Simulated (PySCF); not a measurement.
Gas-phase reaction: 2 Al(OH)₃ + H₂ + 3 Cl₂ → 2 AlCl₃.H₂O + 4 OH

Method: PySCF energies (xtb for GFN2) plus ideal-gas RRHO corrections (1 bar). † marks an energy on the PBE0/def2-TZVP geometry and frequencies; other levels use their own. MP2 freezes the core. 6-31G* has spherical d functions here. Open shells (unrestricted): OH (multiplicity 2, electronic degeneracy 4); the rest are closed-shell singlets. GFN2 has no spin-polarisation term. Spin-orbit splitting is ignored; it lowers the true energy and changes the entropy of OH. B3LYP is the form with VWN-RPA correlation. Adducts (AlCl₃.H₂O) have no counterpoise correction, and HF, PBE, BLYP, B3LYP and PBE0 lack dispersion. Al(OH)₃, AlCl₃.H₂O: computed as isolated molecules; such fragments, hydroxides, amides, oligomers or adducts are transient or little studied in the gas. MP2 isn't extrapolated to the basis-set limit; its ΔH°(298 K) is 75.3 kJ in def2-SVP and 260.9 kJ in def2-TZVPP. The harmonic model lacks anharmonicity and excited electronic states, which grow with temperature; levels with a mode under 35 cm⁻¹ are left out. Soft modes under 120 cm⁻¹ make the harmonic entropy rough for AlCl₃.H₂O.

| level | ΔE electronic, kJ | ΔH°(298 K), kJ | ΔS°(298 K), J/K | ΔG°(1400 K), kJ |
|---|---|---|---|---|
| B3LYP/6-31G* | 137 | 141 | 77 | 30 |
| GFN2-xTB | 1035 | 1037 | 122 | 859 |
| M06-2X/def2-TZVP† | 241 | 245 | 84 | 123 |
| MP2/def2-TZVPP† | 257 | 261 | 84 | 139 |
| PBE/def2-SVP | 190 | 194 | 69 | 97 |
| PBE/def2-TZVP† | 307 | 310 | 84 | 188 |
| PBE0/def2-SVP† | 48 | 51 | 84 | -71 |
| r2SCAN/def2-TZVP† | 173 | 176 | 84 | 55 |
| ωB97M-V/def2-TZVP† | 213 | 216 | 84 | 94 |
ΔH° is lowest at PBE0/def2-SVP† and highest at GFN2-xTB. No reference value is set beside these.
